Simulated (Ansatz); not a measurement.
Worked example: the enthalpy of formation of SiH2F2 (SMILES F[SiH2]F)

The species is SiH2F2 (5 atoms), meant as a singlet with charge 0. SMILES: `F[SiH2]F`. The shape is that of a PBE0-D4/def2-TZVP optimisation.

Total energies at BCCD(T)/aug-cc-pVDZ, 7 core orbitals frozen (Ansatz 0.2.0); the atoms run unrestricted:

| species | state | energy (Eh) |
| --- | --- | --- |
| SiH2F2 | singlet | -489.659795 |
| F | doublet | -99.550086 |
| Si | triplet | -288.918285 |
| H | doublet | -0.499334 |

Harmonic wavenumbers at PBE0-D4/def2-TZVP, in cm⁻¹: 316, 709, 729, 872, 901, 981, 984, 2286, 2297.

Measured heats of formation of the gaseous atoms at 298.15 K, in kJ/mol: F 79.4, Si 450.0, H 218.0. Spin-orbit lowering of the atoms at 298 K (mean of the ground term's levels less their thermal mean, from spectra), in kJ/mol: F 1.29, Si 0.44. Take 1 Eh = 2625.50 kJ/mol, 1 cm⁻¹ = 0.0119627 kJ/mol, RT = 2.479 kJ/mol.

Task: What heat of formation follows?

Result: 
1. Electronic atomisation energy: 2 × (-99.550086) + (-288.918285) + 2 × (-0.499334) − (-489.659795) = 0.642670 Eh = 1687.3 kJ/mol.
2. Zero-point energy: half the sum of the wavenumbers, 5037.5 cm⁻¹ = 60.3 kJ/mol.
3. Thermal vibrational enthalpy, Σ hcν̃/(exp(hcν̃/kT) − 1): 2.1 kJ/mol. Translation, rotation and pV of a non-linear molecule: 4 RT = 9.9 kJ/mol.
4. The 5 free atoms carry 5/2 RT each: 31.0 kJ/mol.
5. Spin-orbit coupling lowers the free atoms by 2 × 1.29 + 0.44 = 3.0 kJ/mol.
6. Atomisation enthalpy at 298 K: 1687.3 − 3.0 − 60.3 − 2.1 − 9.9 + 31.0 = 1643.0 kJ/mol.
7. Sum of the atoms' heats of formation: 1044.8 kJ/mol. Heat of formation: 1044.8 − 1643.0 = -598.2 kJ/mol.

The tabulated value is -790.8 kJ/mol (NIST-JANAF tables; in doubt: it may be an older value or an estimate), so this level is off by +192.6 kJ/mol, or 10.5 % of the atomisation enthalpy that the table implies (1835.5 kJ/mol). Coupled cluster needs large bases for atomisation: in a finite one the molecule is underbound. Anharmonicity and any spin-orbit splitting of the molecule are left out, and so is core correlation.
